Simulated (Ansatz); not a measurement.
A nudged elastic band was laid between two geometries of AlF$_{2}$H (4 atoms, charge 0, multiplicity 1).

Method: RKS PBE0/def2-SVP in Ansatz.

```json
{"movable images": "9", "climbing image": "yes", "spring": "5.0 eV/Å²", "optimiser": "quadratic models (default)", "start path": "through a guess of the saddle point", "force threshold": "0.05 eV/Å", "iteration limit": "60", "end points": "relaxed"}
```

Initial state:

```xyz
4
Properties=species:S:1:pos:R:3
Al 0.374 0.000 0.256
H 0.318 0.000 1.817
F 1.817 0.000 -0.553
F -1.009 0.000 -0.653
```

Final state:

```xyz
4
Properties=species:S:1:pos:R:3
Al -0.940 0.000 0.390
H 1.756 0.000 1.326
F 1.502 0.000 0.435
F -0.818 0.000 -1.285
```

Question: Which bonds break or form, and what moves?

Answer: Bonds broken: Al1–H2, Al1–F3. Bonds formed: H2–F3. AlF2H becomes AlF + FH.

Question: Give the energies along the band, and the barrier.

Answer: The forces met the threshold. The highest image is number 6 of 0 to 10, 71.6 kcal/mol above the first end and 19.3 kcal/mol above the last; the last end lies 52.3 kcal/mol above the first. A vibrational analysis at the climbing image gives one clearly imaginary mode, 1301i cm⁻¹: a first-order saddle point. The orbitals stay closed-shell, which can raise the energy where a bond breaks towards radicals; this wasn't checked here.

```
image  path coordinate (Å)  energy (kcal/mol)  Al1–H2 (Å)  Al1–F3 (Å)  H2–F3 (Å)
    0                 0.00                0.0        1.56        1.65       2.80
    1                 0.25                2.6        1.56        1.65       2.59
    2                 0.50               10.5        1.56        1.64       2.34
    3                 0.74               23.9        1.57        1.65       2.08
    4                 0.99               42.3        1.59        1.68       1.80
    5                 1.24               61.9        1.63        1.75       1.52
    6                 1.49               71.6        1.71        1.85       1.25
    7                 1.75               62.6        1.89        2.03       1.01
    8                 2.01               55.2        2.20        2.25       0.94
    9                 2.28               52.8        2.54        2.39       0.93
   10                 2.54               52.3        2.85        2.44       0.93
```

Question: What is the geometry of the highest image?

Answer: 
```xyz
4
Properties=species:S:1:pos:R:3
Al -0.234 0.000 0.409
H 1.203 0.000 1.334
F 1.603 0.000 0.151
F -1.073 0.000 -1.028
```

Question: What are the harmonic wavenumbers there?

Answer: 1301i, 199, 333, 613, 853, 1709 cm⁻¹.

Time of the run: 60 s on 1 thread of Arm Neoverse V2, on a shared host, peak memory 0.097 GiB.
